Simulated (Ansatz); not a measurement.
Species: CN, charge 0, doublet. CN (SMILES N#[C], doublet).
B3LYP-D3(BJ)/def2-TZVP minimum from Ansatz (a first-principles code):
```
C
N 1 1.1622
```
Charge 0, spin multiplicity 2.

Hartree-Fock and CCSD correlation energies in hartree (Ansatz). UHF or UKS for unpaired electrons; spin-orbit terms are left out. Cores are frozen in correlated methods. No relativity. The UHF reference of CN ([C]#N, doublet) is spin-contaminated (<S^2> up to 0.37 over the pure value in the sets run).

```json
[
 {"basis": "cc-pVTZ", "X": "3", "E(HF)": "-92.23520", "E(corr, CCSD)": "-0.31199"},
 {"basis": "cc-pVQZ", "X": "4", "E(HF)": "-92.24165", "E(corr, CCSD)": "-0.32836"},
 {"basis": "cc-pV5Z", "X": "5", "E(HF)": "-92.24290", "E(corr, CCSD)": "withheld"}
]
```

Task: Fit E(corr) = E∞ + A/X³ to X = 3 and 4, predict X = 5, and compare with the run.

Result: A = (-0.31199 - (-0.32836))/(1/27 - 1/64) = 0.7645; E∞ = -0.32836 - A/64 = -0.34031; at X = 5, E∞ + A/125 = -0.33419. The run gave -0.33404, 0.15 mEh above the prediction. The same form on X = 4 and 5 gives E∞ = -0.34000, 0.31 mEh above the first estimate.
